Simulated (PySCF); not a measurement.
NO2, SMILES O=N[O] (connectivity only; charge and spin as stated), charge -1, multiplicity 1. Atoms are numbered in the order given.

```xyz
3

O      0.0000     1.0684    -0.2003
N      0.0000     0.0000     0.4579
O      0.0000    -1.0684    -0.2003
```
Charge -1, spin multiplicity 1.

Geometry optimised at B3LYP-D3(BJ)/def2-TZVPD. The spin state was assumed, not searched. The isomer is the one that the SMILES or the coordinates give; other isomers of the formula were not compared.

Computed with HF/def2-TZVPD in PySCF.

ESP charges are fitted to the potential on shells at 1.4 to 2.0 van der Waals radii. Atomic charges (e):

```json
[
 {"atom": "O1", "ESP fit": "-0.48", "meta-Löwdin": "?"},
 {"atom": "N2", "ESP fit": "-0.04", "meta-Löwdin": "?"},
 {"atom": "O3", "ESP fit": "-0.48", "meta-Löwdin": "?"}
]
```

### Question
Some entries are withheld; supply them. (An estimate is asked for; the answer gives what the named calculation found.)

### Answer

- O1, meta-Löwdin: -0.64
- N2, meta-Löwdin: 0.28
- O3, meta-Löwdin: -0.64
